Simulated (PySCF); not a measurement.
A geometry optimisation, step by step.

H2O.
SMILES with atom numbers: `[OH2:1]` (hydrogens: H2, H3 on O1)

Method: PBE0-D3(BJ)/def2-SVP geometry optimisation, gas phase in PySCF; density fitting, grid level 1; the optimiser is geomeTRIC in internal coordinates, started from a GFN2-xTB structure with every atom displaced at random (about 0.01 Å). The frame can shift and turn from step to step; on so coarse a grid that alone can change the energy by a few meV, and forces under 0.02 eV/Å are noise.

Step 0: E = -2075.5024 eV, largest atomic force 3.524 eV/Å
```
atom  x, y, z in Å  |  force x, y, z in eV/Å
O1      0.025    0.353    0.002   -2.812   2.123   0.036
H2     -0.774   -0.194   -0.013    0.608  -0.009   0.002
H3      0.756   -0.194   -0.008    2.204  -2.114  -0.038
```

Step 1: E = -2075.5905 eV, largest atomic force 0.313 eV/Å
```
atom  x, y, z in Å  |  force x, y, z in eV/Å
O1      0.006    0.381    0.002    0.026   0.312   0.009
H2     -0.757   -0.200   -0.013   -0.088  -0.164  -0.005
H3      0.758   -0.215   -0.008    0.062  -0.148  -0.004
```

Step 2: E = -2075.5917 eV, largest atomic force 0.030 eV/Å
```
atom  x, y, z in Å  |  force x, y, z in eV/Å
O1      0.006    0.387    0.003   -0.004   0.029   0.003
H2     -0.754   -0.203   -0.013   -0.013  -0.013  -0.001
H3      0.754   -0.218   -0.008    0.017  -0.017  -0.001
```

Step 3: E = -2075.5918 eV, largest atomic force under 0.02 eV/Å
```
atom  x, y, z in Å  |  force x, y, z in eV/Å
O1      0.006    0.387    0.003   -0.003   0.000   0.002
H2     -0.754   -0.204   -0.014    0.002   0.001  -0.001
H3      0.754   -0.218   -0.008    0.001  -0.001  -0.001
```

**Question.** Summarise the path.

**Answer.** The energy falls by 0.0893 eV from step 0 to step 3; nine tenths of that is first reached at step 1. It falls at every step. The largest force goes from 3.524 to under 0.02 eV/Å. Among the bonds O1–H3 changes most, from 0.913 to 0.963 Å; the atoms move by 0.029 Å rms after alignment.

What follows is the cost of the whole optimisation. The run took 0.96 s wall on Arm Neoverse V1, one thread (shared host), and the process peaked at 0.23 GiB of memory.
